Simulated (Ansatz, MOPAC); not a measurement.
**How methods differ on CF3 (trifluoromethyl radical)**

CF3, doublet, SMILES `F[C](F)F`. Each level relaxes the structure for itself.

Each level gives the highest harmonic wavenumber at each level's own minimum (cm⁻¹). The values are calculated.

| level | kind | program | value (cm⁻¹) |
| --- | --- | --- | --- |
| PM6-D3H4 | semi-empirical | MOPAC | 1429 |
| PM6-D3H4X | semi-empirical | MOPAC | 1429 |
| PM6-DH+ | semi-empirical | MOPAC | 1429 |
| PM6-ORG | semi-empirical | MOPAC | 1455 |
| UHF/STO-3G | Hartree–Fock | Ansatz | 1547 |
| UHF/3-21G | Hartree–Fock | Ansatz | 1449 |
| UHF/6-31G* (Cartesian functions) | Hartree–Fock | Ansatz | 1440 |
| UPBE/def2-SVP | GGA | Ansatz | 1245 |
| UPBE0-D4/def2-TZVP | global hybrid | Ansatz | 1288 |
| UB3LYP/6-31G* (Cartesian functions) | global hybrid | Ansatz | 1281 |

Harmonic and unscaled. The values span 1245 to 1547 cm⁻¹.
